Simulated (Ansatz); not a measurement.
A made-up structure of C₂H₃S, doublet:

C1  (-0.983, -0.193, -0.622)
C2  (0.264, 0.173, -0.561)
S3  (1.305, 0.249, 0.869)
H4  (2.547, 0.507, 1.359)
H5  (0.807, 0.484, -1.452)
H6  (0.392, -0.174, 1.757)
(Å)

It is relaxed with PBE-D4/def2-SVP and then PBE0-D4/def2-TZVP (Ansatz 0.2.0). Atoms count as bonded within 1.22 times the sum of their covalent radii (H–H: 0.88 Å). The end point is not checked to be a true minimum.

Q: Does its bonding change? (Judge from chemistry; the calculation decides.)

A: Computed: Yes. Formed: C1–H6; broken: C2–S3, S3–H6.

Where it ends: The first stage lowers the energy by 3.28 eV in 27 steps. It ends as a complex of C₂H₂ (C#C) + HS:
```
6
angstrom
C -0.3263 -0.2175 0.1469
C 0.2803 0.1883 -0.8071
S 1.9402 1.1560 1.4191
H 2.4984 -0.0553 1.2580
H 0.8108 0.5504 -1.6568
H -0.8720 -0.5751 0.9889
```

For scale, one of the runs: PBE0-D4/def2-TZVP relaxation, 117 basis functions, launched by `ansatz run in.yaml --threads 2 --pin off --events-out ev --progress --plain --max-ram 4352MiB`. The run took about 24 s on 2 CPU threads of an Arm Neoverse V2 (shared host).
